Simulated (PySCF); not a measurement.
**Bond curve of MgB**

Set-up: PySCF, no relativity, basis sets Mg def2-TZVP, B def2-TZVP. Energies in eV from Mg + B in their ground configurations at the same level. State: Ms = 0.5 determinant of mixed spin (⟨S²⟩ near 1.1), unpaired electrons π ↑.

All columns are PBE0. A positive dipole means Mg(−)B(+).

```json
{"R (Å)": "2.053", "E (eV)": "-0.366", "μ (D)": "-1.90", "Mulliken charge on Mg (basis-dependent)": "0.15", "HOMO (eV)": "-5.26", "LUMO (eV)": "-2.81", "Mayer bond order": "1.34", "⟨S²⟩": "1.23"}
{"R (Å)": "2.148", "E (eV)": "-0.549", "μ (D)": "-2.05", "Mulliken charge on Mg (basis-dependent)": "0.15", "HOMO (eV)": "-5.13", "LUMO (eV)": "-2.70", "Mayer bond order": "1.29", "⟨S²⟩": "1.19"}
{"R (Å)": "2.244", "E (eV)": "-0.647", "μ (D)": "-2.17", "Mulliken charge on Mg (basis-dependent)": "0.16", "HOMO (eV)": "-5.04", "LUMO (eV)": "-2.60", "Mayer bond order": "1.23", "⟨S²⟩": "1.15"}
{"R (Å)": "2.315", "E (eV)": "-0.679", "μ (D)": "-2.25", "Mulliken charge on Mg (basis-dependent)": "0.17", "HOMO (eV)": "-4.97", "LUMO (eV)": "-2.54", "Mayer bond order": "1.18", "⟨S²⟩": "1.12"}
{"R (Å)": "2.387", "E (eV)": "-0.687", "μ (D)": "-2.31", "Mulliken charge on Mg (basis-dependent)": "0.18", "HOMO (eV)": "-4.93", "LUMO (eV)": "-2.48", "Mayer bond order": "1.13", "⟨S²⟩": "1.08"}
{"R (Å)": "2.459", "E (eV)": "-0.676", "μ (D)": "-2.35", "Mulliken charge on Mg (basis-dependent)": "0.19", "HOMO (eV)": "-4.89", "LUMO (eV)": "-2.43", "Mayer bond order": "1.07", "⟨S²⟩": "1.04"}
{"R (Å)": "2.554", "E (eV)": "-0.643", "μ (D)": "-2.38", "Mulliken charge on Mg (basis-dependent)": "0.20", "HOMO (eV)": "-4.86", "LUMO (eV)": "-2.42", "Mayer bond order": "0.99", "⟨S²⟩": "0.98"}
{"R (Å)": "2.673", "E (eV)": "-0.586", "μ (D)": "-2.35", "Mulliken charge on Mg (basis-dependent)": "0.19", "HOMO (eV)": "-4.84", "LUMO (eV)": "-2.47", "Mayer bond order": "0.89", "⟨S²⟩": "0.91"}
{"R (Å)": "2.817", "E (eV)": "-0.507", "μ (D)": "-2.26", "Mulliken charge on Mg (basis-dependent)": "0.18", "HOMO (eV)": "-4.84", "LUMO (eV)": "-2.49", "Mayer bond order": "0.76", "⟨S²⟩": "0.84"}
{"R (Å)": "3.008", "E (eV)": "-0.405", "μ (D)": "-2.07", "Mulliken charge on Mg (basis-dependent)": "0.15", "HOMO (eV)": "-4.88", "LUMO (eV)": "-2.49", "Mayer bond order": "0.60", "⟨S²⟩": "0.79"}
```

A fit through these points gives, at Re = 2.377 Å, μ = -2.31 D and dμ/dR = -0.756 D/Å; the reduced mass is 7.546 u.

**Question.** How strong is the fundamental in the double-harmonic approximation, I = 42.26·(dμ/dR)²/μred km/mol?

**Answer.** I = 42.26·(-0.756)²/7.546 = 3.20 km/mol at PBE0.

The state was picked by a PBE0 search and need not be the measured ground state.
